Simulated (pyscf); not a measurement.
# Four-centre exchange: Cl–GaH–Cl + H₂C=CH₂ → H₂C=CH–Ga(Cl)–Cl + H₂

Gas phase, singlet surface, charge 0. Bonds broken: Ga2–H4, C5–H7. Bonds formed: Ga2–C5, H4–H7. PySCF, gas phase, ωB97X-D3(BJ)/def2-SVP geometries.

Transition state (Å):

```xyz
10

Cl    -1.1733    -0.4557     2.6148
Ga    -1.3326    -1.0784     0.5733
Cl    -1.2706    -3.1251    -0.0296
H     -2.6894    -0.2567    -0.1515
C     -0.2510     0.1729    -0.7077
C      0.2031     1.3467    -0.2352
H     -1.7125     0.1154    -0.5706
H      0.1771    -0.2454    -1.6280
H     -0.2166     1.7907     0.6771
H      1.0075     1.9127    -0.7225
```

One imaginary mode, 1550i cm⁻¹; descent along it reached the two sides named, in the forms told below.

```csv
bond,change,reactant side (Å),saddle,product side
Ga2–H4,breaks,1.549,1.744,2.6
C5–H7,breaks,1.095,1.469,3.2
Ga2–C5,forms,2.595,2.092,1.926
H4–H7,forms,3.0,1.126,0.762
```

Electronic energies relative to the separated reactants (kJ/mol):

```
level                   barrier  reaction energy  reverse barrier
----------------------  -------  ---------------  ---------------
ωB97X-D3(BJ)/def2-TZVP    175.1             +9.3            165.9
PBE/def2-TZVP             163.3            +18.7            144.6
r²SCAN/def2-TZVP          159.5            +14.5            145.1
B3LYP-D3(BJ)/def2-TZVP    180.1            +15.9            164.2
PBE0-D3(BJ)/def2-TZVP     163.0            +16.2            146.8
M06-2X/def2-TZVP          174.3             +8.2            166.0
ωB97M-D3(BJ)/def2-TZVP    187.2            +20.4            166.8
HF/def2-TZVP              258.4            +40.0            218.3
```

With ωB97M-D3(BJ)/def2-TZVP energies and thermal terms (ideal gas, 1 atm, RRHO with modes under 100 cm⁻¹ raised to 100, one conformer, R ln 2 for chiral ones without a mode under 150 cm⁻¹), in kJ/mol:

| T (K) | ΔH‡ | ΔG‡ | ΔH | ΔG |
|---|---|---|---|---|
| 298 | 179.4 | 223.8 | +10.7 | +18.2 |
| 600 | 181.7 | 268.0 | +16.9 | +23.1 |
| 900 | 185.1 | 310.4 | +21.2 | +25.3 |
| 1200 | 188.8 | 351.6 | +24.1 | +26.2 |

On the reactant side the descent ends in a bound adduct (not fully relaxed), 54.4 kJ/mol under the separated species and 229.6 kJ/mol under the saddle at ωB97X-D3(BJ)/def2-TZVP. At the saddle there is also a short Ga–H contact that neither side keeps. The same reactants have a lower exit, to H₃C–CH₂–Ga(Cl)–Cl (barrier +69.2 kJ/mol at ωB97M-D3(BJ)/def2-TZVP, against +187.2 kJ/mol here). This is the saddle that the search found; another between the same sides may lie lower. Elements up to Kr have no core potential and no relativistic terms here.
